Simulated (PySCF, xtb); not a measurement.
carbonyl sulfide (COS), SMILES O=C=S.

xtb with GFN2-xTB at its own geometry gives an orbital gap of 4.63 eV and a dipole moment of 0.26 D.

Geometry: B3LYP-D3(BJ)/def2-TZVP.

Task: What does PySCF with B3LYP/def2-TZVPD give? (An estimate is asked for; the answer gives what the named calculation found.)

Result: gap 7.23 eV (levels -8.44 and -1.22 eV), dipole 0.79 D.
